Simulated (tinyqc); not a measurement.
Extended Hueckel theory, for CH3+, step by step. The parameters take no account of the charge, which enters only through the electron count. One step of it, computed by the program tinyqc.

Question. Orbitals. Solve H C = S C e through S^(-1/2); fill by pairs from the bottom, a degenerate level sharing its electrons equally; each orbital has its largest coefficient positive (the first on a tie).

H (eV), order 1C 2s, 1C 2px, 1C 2py, 1C 2pz, 2H 1s, 3H 1s, 4H 1s:
```
[[-21.400000, 0.000000, 0.000000, 0.000000, -13.986238, -13.981177, -13.981177],
 [0.000000, -11.400000, 0.000000, 0.000000, -9.635399, 4.815180, 4.815180],
 [0.000000, 0.000000, -11.400000, 0.000000, 0.000000, -8.343789, 8.343789],
 [0.000000, 0.000000, 0.000000, -11.400000, 0.416461, 0.416243, 0.416243],
 [-13.986238, -9.635399, 0.000000, 0.416461, -13.600000, -3.106117, -3.106117],
 [-13.981177, 4.815180, -8.343789, 0.416243, -3.106117, -13.600000, -3.103181],
 [-13.981177, 4.815180, 8.343789, 0.416243, -3.106117, -3.103181, -13.600000]]
```

overlap S, order 1C 2s, 1C 2px, 1C 2py, 1C 2pz, 2H 1s, 3H 1s, 4H 1s:
```
[[1.000000, 0.000000, 0.000000, 0.000000, 0.532809, 0.532616, 0.532616],
 [0.000000, 1.000000, 0.000000, 0.000000, 0.513888, -0.256810, -0.256810],
 [0.000000, 0.000000, 1.000000, 0.000000, 0.000000, 0.445002, -0.445002],
 [0.000000, 0.000000, 0.000000, 1.000000, -0.022211, -0.022200, -0.022200],
 [0.532809, 0.513888, 0.000000, -0.022211, 1.000000, 0.152261, 0.152261],
 [0.532616, -0.256810, 0.445002, -0.022200, 0.152261, 1.000000, 0.152117],
 [0.532616, -0.256810, -0.445002, -0.022200, 0.152261, 0.152117, 1.000000]]
```

valence electrons = 6

Give: orbital energies; occupations; coefficients; sum of one-electron energies.

Answer.

orbital energies (eV): [-22.5851, -14.7006, -14.7000, -11.4058, 2.9469, 2.9508, 16.0283]

occupations: [2.0000, 2.0000, 2.0000, 0.0000, 0.0000, 0.0000, 0.0000]

coefficients, order 1C 2s, 1C 2px, 1C 2py, 1C 2pz, 2H 1s, 3H 1s, 4H 1s:
```
[[0.7439, 0.0000, 0.0000, 0.0279, 0.0000, -0.0014, 1.5265],
 [0.0000, 0.0000, 0.4968, 0.0000, 0.0000, 1.2766, 0.0018],
 [0.0000, 0.4968, 0.0000, 0.0000, 1.2766, 0.0000, 0.0000],
 [0.0034, 0.0000, 0.0000, 0.9991, 0.0000, 0.0001, -0.0714],
 [0.1506, 0.0000, 0.5252, -0.0118, 0.0000, -1.0946, -0.8473],
 [0.1505, 0.4549, -0.2627, -0.0118, -0.9485, 0.5485, -0.8449],
 [0.1505, -0.4549, -0.2627, -0.0118, 0.9485, 0.5485, -0.8449]]
```

sum of one-electron energies = -103.9714 eV
